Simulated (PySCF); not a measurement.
Trithiane, C₃H₆S₃.
Structure used (GFN2-xTB), in Å, numbered top down from 1:
```xyz
12
C3H6S3 angstrom
C      1.5761    0.0102    0.1654
S      0.7931    1.4587    0.9319
C     -0.8153    1.3564    0.0941
S     -1.8162   -0.0841    0.5652
C     -0.7691   -1.3765   -0.1645
S      0.8451   -1.5827    0.6422
H      1.5353    0.1129   -0.9190
H      2.6059   -0.0054    0.5107
H     -0.6589    1.3476   -0.9846
H     -1.3772    2.2371    0.3922
H     -1.3013   -2.3150   -0.0380
H     -0.6164   -1.1598   -1.2217
```

Method used: TDDFT CAM-B3LYP/def2-SVPD, vertical, gas phase, core orbitals frozen in the response in PySCF 2.14.0, density-fitted response routines.

Kohn–Sham orbitals with the atoms that hold most of them (Löwdin shares over 4%, at most four atoms):

```tsv
orbital	ε (eV)	atoms
LUMO+2	1.03	S6 20%, S4 20%, S2 20%, H7 9%
LUMO+1	0.81	S4 37%, S2 30%, C3 7%, H10 5%
LUMO	0.81	S6 44%, S2 18%, S4 11%, C1 6%
HOMO	-7.86	S4 42%, S2 36%, C1 5%, C5 5%
HOMO-1	-7.86	S6 51%, S2 20%, S4 13%, C3 5%
HOMO-2	-8.56	S4 23%, S2 23%, S6 23%, C3 8%
HOMO-3	-10.61	S4 39%, S2 20%, C3 14%, C5 10%
```

Within 0.005 eV of a neighbour in this list lie HOMO-1/HOMO and LUMO/LUMO+1 (point group found: C3v); within a degenerate set the shares of single atoms can hang on how the components are chosen.

(1) How does S1 compare with the orbital gap of 8.67 eV?

## Answers

(1) S1 is at 5.09 eV (f = 0.0000), 3.58 eV below the gap, made of HOMO-1/HOMO→LUMO/LUMO+1 (≥85%). 

Next come S2 at 5.31 eV (f 0.0060), HOMO-1/HOMO→LUMO/LUMO+1 (≥57%), HOMO-2→LUMO/LUMO+1 (≥17%); S3 at 5.32 eV (f 0.0061), HOMO-1/HOMO→LUMO/LUMO+1 (≥57%), HOMO-2→LUMO/LUMO+1 (≥17%); S4 at 5.95 eV (f 0.0000), HOMO-1/HOMO→LUMO/LUMO+1 (≥87%); S5 at 6.18 eV (f 0.055), HOMO-1/HOMO→LUMO+3 (≥44%), HOMO-1/HOMO→LUMO+2 (≥22%), HOMO-1/HOMO→LUMO+5 (≥11%).

Orbitals of the list HOMO-3 to LUMO+2 that lie within 0.01 eV of each other are written together with a slash and their weights summed (≥ marks a lower bound); for degenerate orbitals outside that list single weights are arbitrary.

One conformer stands for the species.
